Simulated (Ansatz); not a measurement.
# SiNH4 (doublet): from Hartree-Fock to the top rungs at a displaced geometry (v2), cc-pVDZ

The task here is to estimate one member of a computed series from the others.

Computed with Ansatz 0.2.0, Gaussian basis. Level: cc-pVDZ, core rule «outside noble gas», up to 6 orbitals frozen.

To be run: UHF; CCSD(T) on ROHF; CCSD(T) on UHF; BCCD(T) on ROHF; CISD; CCSDT(Q) on ROHF; CCSDT(Q) on UHF.

21 further runs of the same task are left out: 1 for a known fault of the program, 11 that didn't finish, 9 set aside as unsound or not needed.

## What is computed

The geometry is a PBE0/def2-TZVP stationary point (not a proven minimum) with its atoms shifted at random (size 0.100 Å).

6 atoms, charge 0, spin multiplicity 2.

Atoms are counted from 1 here; the program's logs count them from 0.

Bond lengths: Si1–N2 1.702 Å, Si1–H3 1.477 Å, Si1–H4 1.435 Å, N2–H5 1.136 Å, N2–H6 0.959 Å. Angles: N2–Si1–H3 110.7°, N2–Si1–H4 111.5°, H3–Si1–H4 111.0°, Si1–N2–H5 122.8°, Si1–N2–H6 129.3°, H5–N2–H6 106.9°.

Set-up of the first run:

File in.yaml:

```yaml
crystal:
  periodic: [false, false, false]
  atoms:
    - {symbol: Si, position_ang: [-0.036730, 0.003576, 0.594385]}
    - {symbol: N, position_ang: [0.001824, 0.011950, -1.107122]}
    - {symbol: H, position_ang: [0.544819, -1.247298, 1.123482]}
    - {symbol: H, position_ang: [0.627928, 1.151082, 1.141696]}
    - {symbol: H, position_ang: [-0.154089, -0.924950, -1.730632]}
    - {symbol: H, position_ang: [-0.020559, 0.755460, -1.711666]}
basis:
  gaussian: {orbitals: cc-pVDZ}
magnetization: {spin_polarized: true, initial_magnetization: 1}
hamiltonian: {xc: hf}
output: {orbitals: {seedname: orbitals}}
```

Started as:

```console
$ ansatz run in.yaml --threads 1 --pin off --events-out ev --progress --plain --max-ram 2393MiB
```

Steps of the session up to this table: UHF; CCSD(T) on ROHF; CCSD(T) on UHF; BCCD(T) on ROHF; CISD; CCSDT(Q) on ROHF; CCSDT(Q) on UHF.

One table of the session follows, with a row left open; its other results are not shown here.

| method | from UCCSDT(Q) (kcal/mol) |
| --- | --- |
| ROHF | ? |
| UHF | +189.49 |
| RMP2 | +24.80 |
| UMP2 | +24.64 |
| CISD | +20.46 |
| RCCSD | +5.24 |
| UCCSD | +5.21 |
| RCCSD(T) | +0.84 |
| UCCSD(T) | +0.84 |
| BCCD(T) | +0.83 |
| RCCSDT | +0.37 |
| UCCSDT | +0.37 |
| RCCSDT(Q) | +0.02 |
| UCCSDT(Q) | 0 |

**Question.** Estimate the row for ROHF.

As computed: from UCCSDT(Q) (kcal/mol): +190.57. In the column «from UCCSDT(Q) (kcal/mol)» it is the highest.

Limits of these values: Restricted and unrestricted rows rest on different reference determinants; where their highest levels disagree by more than a few hundredths of an eV, they describe different states and don't form one ladder.
